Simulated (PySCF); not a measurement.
Species: ammonia, NH3.
SMILES: `N`

Computed, not measured: PBE0/pcSseg-1 in PySCF (dipole) on a GFN2-xTB geometry, gas phase.

Masses are those of the commonest isotopes; rigid-rotor values at the optimised geometry. 

(1) Give the principal moments of inertia and the rotational constants in MHz.

(2) What kind of rotor is it?

(3) What does the inertial defect say?

(4) Where do the R-branch lines fall?

(5) Estimate the classical rotational partition function at 100 K and 500 K.

## Answers

(1) Ia = 1.68, Ib = 1.68, Ic = 2.69 u·Å²; 505379 MHz·u·Å²/I gives A = 300662, B = 300485, C = 187609 MHz.

(2) An oblate symmetric top, as the point group C3v requires two equal moments; the computed ones differ by 0.06 % because the geometry is symmetric only within the optimiser's tolerance: κ = (2 × 300485 − 300662 − 187609)/(300662 − 187609) = 1.00.

(3) Not planar: Δ = Ic − Ia − Ib = -0.67 u·Å². For a rigid frame Δ = −2 Σ m c², so Σ m c² = 0.33 u·Å² lies off the ab plane: 0.28 from hydrogen and 0.06 from heavier atoms. The atom farthest from that plane is 0.30 Å away.

(4) The dipole of 1.74 D lies along the symmetry axis, so ΔK = 0 and J+1 ← J falls at 2B(J+1) for every K: 601.15 GHz, 1202.29 GHz, 1803.44 GHz, 2404.59 GHz, 3005.73 GHz for J = 0 to 4. Inversion tunnelling, which a rigid rotor lacks, splits the real lines of ammonia.

(5) Point group C3v, symmetry number σ = 3; q = (√π/σ)·√((kT/h)³/(ABC)), k/h = 20836.6 MHz/K: 13.6 at 100 K, 153 at 500 K.

Not checked by GFN2-xTB frequencies. No vibrational averaging or centrifugal distortion is included, and the geometry carries the error of its method.
